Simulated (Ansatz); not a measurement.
## singlet BN: levels of theory in one basis

```xyz
2

B     0.0000    0.0000    0.0000
N     0.0000    0.0000    1.7800
```

Basis set: def2-SVP (spherical functions). Frozen core: 2 orbitals. Charge 0, multiplicity 1.

Computed with Ansatz (development build ahead of 0.2.0); each method stands on the lowest determinant of its kind that the runs found.

```csv
method,E − E(RHF) (eV),<S²> of the determinant
RHF,0.00,0.00
UHF,-1.99,1.86
RHF-MP2,-4.63,–
```

(1) What does UHF-MP2 give on the same scale?

(2) Is a single determinant a sound starting point here?

Answers

(1) -5.62 eV.

(2) It is doubtful. Unrestricted orbitals lower Hartree–Fock by 1.99 eV and <S²> is 1.86 where a pure state has 0.00, a sign of strong static correlation.

Caution for RHF, RHF-MP2: an unrestricted determinant lies well below. Caution for UHF, UHF-MP2: the unrestricted determinant is a mixture of spin states. Caution for RHF-MP2, UHF-MP2: bonds are stretched, where a single reference can fail. Caution for RHF-MP2: other determinants can give a lower correlated total.
